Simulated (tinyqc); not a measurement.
Worked calculation (part 2 of 3): UHF in the sto-3g basis, for BH3, spin multiplicity 1. Computed by tinyqc, a small Python program that keeps every step (integrals from PySCF). Command: `OMP_NUM_THREADS=1 python tinyqc.py 25229 25230 out.jsonl` (the two numbers bound the seeds that draw the settings). One thread of a shared host (Intel(R) Xeon(R) Processor @ 2.60GHz), about 0.1 s of CPU time with the checks.

Geometry (angstrom):
```
atom          x          y         z
B      0.000000   0.000000  0.037000
H      1.356000   0.000000  0.000000
H     -0.678000   1.174000  0.000000
H     -0.678000  -1.174000  0.000000
```

## Iteration 1: building the Fock matrix

D(alpha) at the start:
```
            1B 1s      1B 2s     1B 2px     1B 2py     1B 2pz      2H 1s      3H 1s      4H 1s
1B 1s    1.020172  -0.077069  -0.003170   0.000000  -0.000112  -0.085522  -0.083382  -0.083382
1B 2s   -0.077069   0.395565   0.009299   0.000000   0.000799   0.172316   0.166006   0.166006
1B 2px  -0.003170   0.009299   0.311430   0.000000   0.359401   0.142720  -0.070545  -0.070545
1B 2py   0.000000   0.000000   0.000000   0.532322   0.000000   0.000000   0.210496  -0.210496
1B 2pz  -0.000112   0.000799   0.359401   0.000000   0.415013   0.160399  -0.085718  -0.085718
2H 1s   -0.085522   0.172316   0.142720   0.000000   0.160399   0.139475   0.041767   0.041767
3H 1s   -0.083382   0.166006  -0.070545   0.210496  -0.085718   0.041767   0.173337   0.006865
4H 1s   -0.083382   0.166006  -0.070545  -0.210496  -0.085718   0.041767   0.006865   0.173337
```

D(beta) at the start:
```
            1B 1s      1B 2s     1B 2px     1B 2py     1B 2pz      2H 1s      3H 1s      4H 1s
1B 1s    1.020164  -0.077049   0.003361   0.000000   0.000280  -0.082536  -0.084868  -0.084868
1B 2s   -0.077049   0.395512  -0.009754   0.000000  -0.000216   0.163605   0.170342   0.170342
1B 2px   0.003361  -0.009754   0.311432   0.000000  -0.359389   0.141405  -0.071860  -0.071860
1B 2py   0.000000   0.000000   0.000000   0.532322   0.000000   0.000000   0.210496  -0.210496
1B 2pz   0.000280  -0.000216  -0.359389   0.000000   0.415068  -0.168156   0.077948   0.077948
2H 1s   -0.082536   0.163605   0.141405   0.000000  -0.168156   0.138272   0.041465   0.041465
3H 1s   -0.084868   0.170342  -0.071860   0.210496   0.077948   0.041465   0.173936   0.007463
4H 1s   -0.084868   0.170342  -0.071860  -0.210496   0.077948   0.041465   0.007463   0.173936
```

core Hamiltonian H = T + V (hartree):
```
             1B 1s      1B 2s     1B 2px     1B 2py     1B 2pz      2H 1s      3H 1s      4H 1s
1B 1s   -13.491561  -3.502571   0.000009   0.000000   0.001171  -0.599845  -0.600230  -0.600230
1B 2s    -3.502571  -4.561414   0.000072   0.000000   0.010917  -1.576073  -1.576730  -1.576730
1B 2px    0.000009   0.000072  -3.812941   0.000000  -0.000002  -1.508120   0.754476   0.754476
1B 2py    0.000000   0.000000   0.000000  -3.812943   0.000000   0.000000  -1.306398   1.306398
1B 2pz    0.001171   0.010917  -0.000002   0.000000  -3.671862   0.042931   0.042954   0.042954
2H 1s    -0.599845  -1.576073  -1.508120   0.000000   0.042931  -2.853290  -0.270530  -0.270530
3H 1s    -0.600230  -1.576730   0.754476  -1.306398   0.042954  -0.270530  -2.853729  -0.270764
4H 1s    -0.600230  -1.576730   0.754476   1.306398   0.042954  -0.270530  -0.270764  -2.853729
```

nuclear repulsion = 6.52840076 hartree

Given earlier and not repeated: Two-electron integrals (ij|kl) in chemists' order.

J_ij = sum D_kl (ij|kl) with D = D(alpha) + D(beta), K_ij = sum D_kl (ik|jl) for each spin; F = H + J - K(s); E = tr D H + tr D J / 2 - 0.5 sum_s tr D(s) K(s) + E_nn.

Coulomb J (hartree):
```
            1B 1s      1B 2s     1B 2px     1B 2py     1B 2pz      2H 1s      3H 1s      4H 1s
1B 1s    9.503058   1.998717  -0.002469   0.000000  -0.001251   0.336938   0.337706   0.337706
1B 2s    1.998717   4.400234  -0.018516   0.000000  -0.008675   1.461259   1.486532   1.486532
1B 2px  -0.002469  -0.018516   4.400388   0.000000   0.000234   1.485069  -0.762938  -0.762938
1B 2py   0.000000   0.000000   0.000000   4.446280   0.000000   0.000000   1.323034  -1.323034
1B 2pz  -0.001251  -0.008675   0.000234   0.000000   4.341119  -0.042293  -0.043125  -0.043125
2H 1s    0.336938   1.461259   1.485069   0.000000  -0.042293   2.985203   0.237960   0.237960
3H 1s    0.337706   1.486532  -0.762938   1.323034  -0.043125   0.237960   3.092294   0.239619
4H 1s    0.337706   1.486532  -0.762938  -1.323034  -0.043125   0.237960   0.239619   3.092294
```

exchange K(alpha) (hartree):
```
            1B 1s      1B 2s     1B 2px     1B 2py     1B 2pz     2H 1s      3H 1s      4H 1s
1B 1s    2.949356   0.574548  -0.000859   0.000000   0.000043  0.095938   0.098366   0.098366
1B 2s    0.574548   0.702764   0.001500   0.000000  -0.007003  0.298308   0.315468   0.315468
1B 2px  -0.000859   0.001500   0.442679   0.000000   0.245070  0.228631  -0.122807  -0.122807
1B 2py   0.000000   0.000000   0.000000   0.631030   0.000000  0.000000   0.289289  -0.289289
1B 2pz   0.000043  -0.007003   0.245070   0.000000   0.372477  0.111106  -0.068173  -0.068173
2H 1s    0.095938   0.298308   0.228631   0.000000   0.111106  0.360091   0.080728   0.080728
3H 1s    0.098366   0.315468  -0.122807   0.289289  -0.068173  0.080728   0.448273   0.051360
4H 1s    0.098366   0.315468  -0.122807  -0.289289  -0.068173  0.080728   0.051360   0.448273
```

exchange K(beta) (hartree):
```
            1B 1s      1B 2s     1B 2px     1B 2py     1B 2pz      2H 1s      3H 1s      4H 1s
1B 1s    2.949351   0.574552  -0.000060   0.000000   0.000076   0.096582   0.098046   0.098046
1B 2s    0.574552   0.702738  -0.012844   0.000000  -0.007812   0.293376   0.317927   0.317927
1B 2px  -0.000060  -0.012844   0.442321   0.000000  -0.244842   0.227015  -0.123651  -0.123651
1B 2py   0.000000   0.000000   0.000000   0.631378   0.000000   0.000000   0.289733  -0.289733
1B 2pz   0.000076  -0.007812  -0.244842   0.000000   0.372514  -0.127683   0.050723   0.050723
2H 1s    0.096582   0.293376   0.227015   0.000000  -0.127683   0.360586   0.080828   0.080828
3H 1s    0.098046   0.317927  -0.123651   0.289733   0.050723   0.080828   0.448026   0.051163
4H 1s    0.098046   0.317927  -0.123651  -0.289733   0.050723   0.080828   0.051163   0.448026
```

F(alpha) (hartree):
```
            1B 1s      1B 2s     1B 2px     1B 2py     1B 2pz      2H 1s      3H 1s      4H 1s
1B 1s   -6.937858  -2.078402  -0.001601   0.000000  -0.000123  -0.358844  -0.360890  -0.360890
1B 2s   -2.078402  -0.863943  -0.019944   0.000000   0.009244  -0.413123  -0.405665  -0.405665
1B 2px  -0.001601  -0.019944   0.144768   0.000000  -0.244839  -0.251682   0.114346   0.114346
1B 2py   0.000000   0.000000   0.000000   0.002307   0.000000   0.000000  -0.272653   0.272653
1B 2pz  -0.000123   0.009244  -0.244839   0.000000   0.296781  -0.110467   0.068001   0.068001
2H 1s   -0.358844  -0.413123  -0.251682   0.000000  -0.110467  -0.228178  -0.113298  -0.113298
3H 1s   -0.360890  -0.405665   0.114346  -0.272653   0.068001  -0.113298  -0.209707  -0.082505
4H 1s   -0.360890  -0.405665   0.114346   0.272653   0.068001  -0.113298  -0.082505  -0.209707
```

F(beta) (hartree):
```
            1B 1s      1B 2s     1B 2px     1B 2py     1B 2pz      2H 1s      3H 1s      4H 1s
1B 1s   -6.937854  -2.078406  -0.002400   0.000000  -0.000156  -0.359489  -0.360569  -0.360569
1B 2s   -2.078406  -0.863918  -0.005600   0.000000   0.010054  -0.408191  -0.408124  -0.408124
1B 2px  -0.002400  -0.005600   0.145126   0.000000   0.245073  -0.250066   0.115190   0.115190
1B 2py   0.000000   0.000000   0.000000   0.001959   0.000000   0.000000  -0.273097   0.273097
1B 2pz  -0.000156   0.010054   0.245073   0.000000   0.296744   0.128321  -0.050895  -0.050895
2H 1s   -0.359489  -0.408191  -0.250066   0.000000   0.128321  -0.228673  -0.113398  -0.113398
3H 1s   -0.360569  -0.408124   0.115190  -0.273097  -0.050895  -0.113398  -0.209460  -0.082308
4H 1s   -0.360569  -0.408124   0.115190   0.273097  -0.050895  -0.113398  -0.082308  -0.209460
```

total energy of this density = -25.56169955 hartree

This density is the starting one.

## Iteration 1: diagonalisation and new density

X:
```
            1B 1s      1B 2s     1B 2px     1B 2py     1B 2pz      2H 1s      3H 1s      4H 1s
1B 1s    1.032785  -0.170535   0.000008   0.000000   0.000842   0.025508   0.025514   0.025514
1B 2s   -0.170535   1.275446  -0.000090   0.000000  -0.007102  -0.257190  -0.257332  -0.257332
1B 2px   0.000008  -0.000090   1.139943   0.000000   0.000003  -0.279248   0.139715   0.139715
1B 2py   0.000000   0.000000   0.000000   1.139965   0.000000   0.000000  -0.241918   0.241918
1B 2pz   0.000842  -0.007102   0.000003   0.000000   1.000204   0.007438   0.007443   0.007443
2H 1s    0.025508  -0.257190  -0.279248   0.000000   0.007438   1.172653  -0.009929  -0.009929
3H 1s    0.025514  -0.257332   0.139715  -0.241918   0.007443  -0.009929   1.172790  -0.009918
4H 1s    0.025514  -0.257332   0.139715   0.241918   0.007443  -0.009929  -0.009918   1.172790
```

overlap S:
```
           1B 1s     1B 2s     1B 2px     1B 2py     1B 2pz      2H 1s      3H 1s      4H 1s
1B 1s   1.000000  0.269328   0.000000   0.000000   0.000000   0.045613   0.045642   0.045642
1B 2s   0.269328  1.000000   0.000000   0.000000   0.000000   0.393631   0.393765   0.393765
1B 2px  0.000000  0.000000   1.000000   0.000000   0.000000   0.427949  -0.214073  -0.214073
1B 2py  0.000000  0.000000   0.000000   1.000000   0.000000   0.000000   0.370682  -0.370682
1B 2pz  0.000000  0.000000   0.000000   0.000000   1.000000  -0.011677  -0.011682  -0.011682
2H 1s   0.045613  0.393631   0.427949   0.000000  -0.011677   1.000000   0.065435   0.065435
3H 1s   0.045642  0.393765  -0.214073   0.370682  -0.011682   0.065435   1.000000   0.065494
4H 1s   0.045642  0.393765  -0.214073  -0.370682  -0.011682   0.065435   0.065494   1.000000
```

Diagonalise F' = X^T F X, C = X C', fill 4 alpha and 4 beta electrons from the bottom; D(s) = C_occ C_occ^T; the new density keeps 0.7 of the old one (damping). Each column has its largest component positive (the first on a tie).

F' = X^T F X (alpha) (hartree):
```
           1          2          3          4          5          6          7          8
1  -6.740356  -1.181799   0.000612   0.000000   0.000869  -0.011964  -0.013701  -0.013701
2  -1.181799  -0.078119  -0.021195   0.000000  -0.002617  -0.315181  -0.327386  -0.327386
3   0.000612  -0.021195   0.409684   0.000000  -0.229245  -0.372292   0.184355   0.184355
4   0.000000   0.000000   0.000000   0.288877   0.000000   0.000000  -0.363759   0.363759
5   0.000869  -0.002617  -0.229245   0.000000   0.297172  -0.062333   0.046533   0.046533
6  -0.011964  -0.315181  -0.372292   0.000000  -0.062333   0.054601  -0.047091  -0.047091
7  -0.013701  -0.327386   0.184355  -0.363759   0.046533  -0.047091   0.099985  -0.034399
8  -0.013701  -0.327386   0.184355   0.363759   0.046533  -0.047091  -0.034399   0.099985
```

orbital energies (alpha) (hartree): MO1 -6.945780, MO2 -0.489795, MO3 -0.308570, MO4 -0.285957, MO5 0.331264, MO6 0.614244, MO7 0.731831, MO8 0.784592

coefficients C (alpha):
```
              MO1        MO2        MO3        MO4        MO5        MO6        MO7        MO8
1B 1s    0.989042  -0.208259   0.000000   0.017940  -0.026866  -0.271836   0.000000   0.034151
1B 2s    0.042412   0.521031   0.000000  -0.049834   0.110941   1.241979   0.000000  -0.154616
1B 2px   0.000559   0.035854   0.000000   0.420399   0.194025   0.119832   0.000000   1.089249
1B 2py   0.000000   0.000000   0.484566   0.000000   0.000000   0.000000   1.087090   0.000000
1B 2pz  -0.000255   0.011774   0.000000   0.343175   0.889105  -0.122902   0.000000  -0.277681
2H 1s   -0.007957   0.369366   0.000000   0.521159  -0.482111  -0.677775   0.000000  -0.648255
3H 1s   -0.007304   0.301791   0.475890  -0.288252   0.179091  -0.606586  -0.729008   0.434097
4H 1s   -0.007304   0.301791  -0.475890  -0.288252   0.179091  -0.606586   0.729008   0.434097
```

F' = X^T F X (beta) (hartree):
```
           1          2          3          4          5          6          7          8
1  -6.740350  -1.181807  -0.001998   0.000000   0.000724  -0.012752  -0.013309  -0.013309
2  -1.181807  -0.078098  -0.007163   0.000000  -0.001846  -0.313345  -0.328296  -0.328296
3  -0.001998  -0.007163   0.409653   0.000000   0.229344  -0.370358   0.185306   0.185306
4   0.000000   0.000000   0.000000   0.288920   0.000000   0.000000  -0.364327   0.364327
5   0.000724  -0.001846   0.229344   0.000000   0.297140   0.083032  -0.025862  -0.025862
6  -0.012752  -0.313345  -0.370358   0.000000   0.083032   0.054100  -0.046947  -0.046947
7  -0.013309  -0.328296   0.185306  -0.364327  -0.025862  -0.046947   0.100236  -0.034685
8  -0.013309  -0.328296   0.185306   0.364327  -0.025862  -0.046947  -0.034685   0.100236
```

orbital energies (beta) (hartree): MO1 -6.945776, MO2 -0.489545, MO3 -0.309038, MO4 -0.286032, MO5 0.332916, MO6 0.612311, MO7 0.732879, MO8 0.784123

coefficients C (beta):
```
              MO1        MO2        MO3        MO4        MO5        MO6        MO7        MO8
1B 1s    0.989042  -0.208035   0.000000   0.022613  -0.000121  -0.272949   0.000000   0.034423
1B 2s    0.042412   0.520104   0.000000  -0.068633  -0.004124   1.245425   0.000000  -0.162372
1B 2px   0.000564   0.028766   0.000000   0.420126  -0.191313   0.151834   0.000000   1.086049
1B 2py   0.000000   0.000000   0.484946   0.000000   0.000000   0.000000   1.086921   0.000000
1B 2pz  -0.000273  -0.029420   0.000000  -0.341227   0.894468   0.016307   0.000000   0.288073
2H 1s   -0.007884   0.368021   0.000000   0.527249   0.449804  -0.710279   0.000000  -0.632323
3H 1s   -0.007341   0.302932   0.475636  -0.282970  -0.210759  -0.589761  -0.729174   0.445589
4H 1s   -0.007341   0.302932  -0.475636  -0.282970  -0.210759  -0.589761   0.729174   0.445589
```

D(alpha) after iteration 1:
```
            1B 1s      1B 2s     1B 2px     1B 2py     1B 2pz      2H 1s      3H 1s      4H 1s
1B 1s    1.020689  -0.074185  -0.002031   0.000000   0.000957  -0.082499  -0.080941  -0.080941
1B 2s   -0.074185   0.359622   0.005836   0.000000  -0.002734   0.170464   0.167593   0.167593
1B 2px  -0.002031   0.005836   0.271407   0.000000   0.294988   0.169604  -0.082491  -0.082491
1B 2py   0.000000   0.000000   0.000000   0.443067   0.000000   0.000000   0.216527  -0.216527
1B 2pz   0.000957  -0.002734   0.294988   0.000000   0.325881   0.167239  -0.088612  -0.088612
2H 1s   -0.082499   0.170464   0.169604   0.000000   0.167239   0.220063   0.017628   0.017628
3H 1s   -0.080941   0.167593  -0.082491   0.216527  -0.088612   0.017628   0.241544  -0.010870
4H 1s   -0.080941   0.167593  -0.082491  -0.216527  -0.088612   0.017628  -0.010870   0.241544
```

D(beta) after iteration 1:
```
            1B 1s      1B 2s     1B 2px     1B 2py     1B 2pz      2H 1s      3H 1s      4H 1s
1B 1s    1.020713  -0.074276   0.003575   0.000000  -0.000364  -0.079506  -0.082412  -0.082412
1B 2s   -0.074276   0.359963  -0.010983   0.000000   0.002281   0.160990   0.172239   0.172239
1B 2px   0.003575  -0.010983   0.271203   0.000000  -0.294834   0.168611  -0.083354  -0.083354
1B 2py   0.000000   0.000000   0.000000   0.443177   0.000000   0.000000   0.216544  -0.216544
1B 2pz  -0.000364   0.002281  -0.294834   0.000000   0.325738  -0.174930   0.080858   0.080858
2H 1s   -0.079506   0.160990   0.168611   0.000000  -0.174930   0.220838   0.017730   0.017730
3H 1s   -0.082412   0.172239  -0.083354   0.216544   0.080858   0.017730   0.241192  -0.011076
4H 1s   -0.082412   0.172239  -0.083354  -0.216544   0.080858   0.017730  -0.011076   0.241192
```

## Iteration 2: building the Fock matrix

As before.

Coulomb J (hartree):
```
            1B 1s      1B 2s     1B 2px     1B 2py     1B 2pz      2H 1s      3H 1s      4H 1s
1B 1s    9.338573   1.956939  -0.002024   0.000000  -0.001471   0.330025   0.330679   0.330679
1B 2s    1.956939   4.317184  -0.014473   0.000000  -0.010347   1.449913   1.469271   1.469271
1B 2px  -0.002024  -0.014473   4.329020   0.000000   0.000176   1.483661  -0.757447  -0.757447
1B 2py   0.000000   0.000000   0.000000   4.364554   0.000000   0.000000   1.313084  -1.313084
1B 2pz  -0.001471  -0.010347   0.000176   0.000000   4.244959  -0.042483  -0.043115  -0.043115
2H 1s    0.330025   1.449913   1.483661   0.000000  -0.042483   3.023667   0.235551   0.235551
3H 1s    0.330679   1.469271  -0.757447   1.313084  -0.043115   0.235551   3.103823   0.236852
4H 1s    0.330679   1.469271  -0.757447  -1.313084  -0.043115   0.235551   0.236852   3.103823
```

exchange K(alpha) (hartree):
```
            1B 1s      1B 2s     1B 2px     1B 2py     1B 2pz     2H 1s      3H 1s      4H 1s
1B 1s    2.947354   0.567252  -0.000571   0.000000   0.000026  0.095594   0.097531   0.097531
1B 2s    0.567252   0.674904   0.000996   0.000000  -0.009371  0.302179   0.315646   0.315646
1B 2px  -0.000571   0.000996   0.442213   0.000000   0.211062  0.255259  -0.133888  -0.133888
1B 2py   0.000000   0.000000   0.000000   0.590354   0.000000  0.000000   0.292832  -0.292832
1B 2pz   0.000026  -0.009371   0.211062   0.000000   0.314136  0.100723  -0.063723  -0.063723
2H 1s    0.095594   0.302179   0.255259   0.000000   0.100723  0.424335   0.074303   0.074303
3H 1s    0.097531   0.315646  -0.133888   0.292832  -0.063723  0.074303   0.491928   0.050921
4H 1s    0.097531   0.315646  -0.133888  -0.292832  -0.063723  0.074303   0.050921   0.491928
```

exchange K(beta) (hartree):
```
           1B 1s      1B 2s     1B 2px     1B 2py     1B 2pz      2H 1s      3H 1s      4H 1s
1B 1s   2.947365   0.567242   0.000052   0.000000   0.000022   0.096137   0.097256   0.097256
1B 2s   0.567242   0.674973  -0.011621   0.000000  -0.006963   0.297848   0.317801   0.317801
1B 2px  0.000052  -0.011621   0.441804   0.000000  -0.210859   0.254056  -0.134498  -0.134498
1B 2py  0.000000   0.000000   0.000000   0.590708   0.000000   0.000000   0.293135  -0.293135
1B 2pz  0.000022  -0.006963  -0.210859   0.000000   0.314107  -0.117549   0.046240   0.046240
2H 1s   0.096137   0.297848   0.254056   0.000000  -0.117549   0.426052   0.074473   0.074473
3H 1s   0.097256   0.317801  -0.134498   0.293135   0.046240   0.074473   0.491039   0.050572
4H 1s   0.097256   0.317801  -0.134498  -0.293135   0.046240   0.074473   0.050572   0.491039
```

F(alpha) (hartree):
```
            1B 1s      1B 2s     1B 2px     1B 2py     1B 2pz      2H 1s      3H 1s      4H 1s
1B 1s   -7.100342  -2.112884  -0.001444   0.000000  -0.000326  -0.365414  -0.367082  -0.367082
1B 2s   -2.112884  -0.919133  -0.015397   0.000000   0.009942  -0.428339  -0.423104  -0.423104
1B 2px  -0.001444  -0.015397   0.073866   0.000000  -0.210889  -0.279718   0.130918   0.130918
1B 2py   0.000000   0.000000   0.000000  -0.038743   0.000000   0.000000  -0.286146   0.286146
1B 2pz  -0.000326   0.009942  -0.210889   0.000000   0.258961  -0.100275   0.063562   0.063562
2H 1s   -0.365414  -0.428339  -0.279718   0.000000  -0.100275  -0.253957  -0.109282  -0.109282
3H 1s   -0.367082  -0.423104   0.130918  -0.286146   0.063562  -0.109282  -0.241834  -0.084833
4H 1s   -0.367082  -0.423104   0.130918   0.286146   0.063562  -0.109282  -0.084833  -0.241834
```

F(beta) (hartree):
```
            1B 1s      1B 2s     1B 2px     1B 2py     1B 2pz      2H 1s      3H 1s      4H 1s
1B 1s   -7.100353  -2.112874  -0.002067   0.000000  -0.000323  -0.365958  -0.366807  -0.366807
1B 2s   -2.112874  -0.919203  -0.002779   0.000000   0.007533  -0.424007  -0.425259  -0.425259
1B 2px  -0.002067  -0.002779   0.074275   0.000000   0.211032  -0.278515   0.131527   0.131527
1B 2py   0.000000   0.000000   0.000000  -0.039098   0.000000   0.000000  -0.286449   0.286449
1B 2pz  -0.000323   0.007533   0.211032   0.000000   0.258990   0.117998  -0.046401  -0.046401
2H 1s   -0.365958  -0.424007  -0.278515   0.000000   0.117998  -0.255675  -0.109452  -0.109452
3H 1s   -0.366807  -0.425259   0.131527  -0.286449  -0.046401  -0.109452  -0.240945  -0.084484
4H 1s   -0.366807  -0.425259   0.131527   0.286449  -0.046401  -0.109452  -0.084484  -0.240945
```

total energy of this density = -25.67020233 hartree

This density is a damped mixture and is not idempotent.
